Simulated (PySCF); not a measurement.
Species: CClF3.
Geometry (PBE0-D3(BJ)/def2-SVP, Å), atoms numbered from 1 in this order:
```xyz
5
CClF3 angstrom
F      0.425    1.247    0.266
C      0.055   -0.002    0.058
F      1.133   -0.737   -0.131
F     -0.577   -0.443    1.128
Cl    -0.997   -0.098   -1.349
```

Jobs on this species (5 atoms, 50 electrons) with PySCF (density fitting). Hardware of each: one thread of an Arm Neoverse N1, on a shared host. Times come from a shared host and carry two figures at best. Peak memory is the resident size of the whole Python process, interpreter and libraries included.

```tsv
level and settings	work	basis functions	SCF cycles	wall time	peak memory
delta-SCF UKS SCAN, unc-def2-TZVP on the ionised atom, pcseg-1 elsewhere, spin-free X2C	ΔSCF core ionisation, 4 holes	119	?	?	?
delta-SCF UKS TPSS, pcX-2 on the ionised atom, pcseg-1 elsewhere, spin-free X2C	ΔSCF core ionisation, 4 holes	116	?	?	?
delta-SCF UKS B3LYP, pcX-2 on the ionised atom, pcseg-1 elsewhere, spin-free X2C	ΔSCF core ionisation, 4 holes	116	?	?	?
delta-SCF UKS r2SCAN, pcX-2 on the ionised atom, pcseg-1 elsewhere, spin-free X2C	ΔSCF core ionisation, 4 holes	116	57	14 s	0.38 GiB
delta-SCF UKS SCAN, def2-TZVP on the ionised atom, pcseg-1 elsewhere, spin-free X2C	ΔSCF core ionisation, 4 holes	93	57	12 s	0.48 GiB
PBE0-D3(BJ)/def2-SVP, grid level 1	geometry optimisation from a GFN2-xTB start shaken at random	74	47	18 s	0.32 GiB
delta-SCF UKS PBE0, pcX-2 on the ionised atom, pcseg-1 elsewhere, spin-free X2C	ΔSCF core ionisation, 4 holes	116	51	17 s	0.44 GiB
delta-SCF UKS SCAN, pcX-2 on the ionised atom, pcseg-1 elsewhere, non-relativistic	ΔSCF core ionisation, 4 holes	116	58	13 s	0.48 GiB
delta-SCF UKS SCAN, cc-pCVTZ on the ionised atom, pcseg-1 elsewhere, spin-free X2C	ΔSCF core ionisation, 4 holes	115	58	15 s	0.48 GiB
```

Q: Fill in the missing figures.

A: 
- delta-SCF UKS SCAN, unc-def2-TZVP on the ionised atom, pcseg-1 elsewhere, spin-free X2C; ΔSCF core ionisation, 4 holes: 14 s, 0.48 GiB, 59 SCF cycles
- delta-SCF UKS TPSS, pcX-2 on the ionised atom, pcseg-1 elsewhere, spin-free X2C; ΔSCF core ionisation, 4 holes: 14 s, 0.44 GiB, 56 SCF cycles
- delta-SCF UKS B3LYP, pcX-2 on the ionised atom, pcseg-1 elsewhere, spin-free X2C; ΔSCF core ionisation, 4 holes: 17 s, 0.45 GiB, 52 SCF cycles

Q: What do all jobs in the table cost together?

A: About 2.2 min; the longest takes about 13 % of that, and about 1.5 times as long as the shortest.
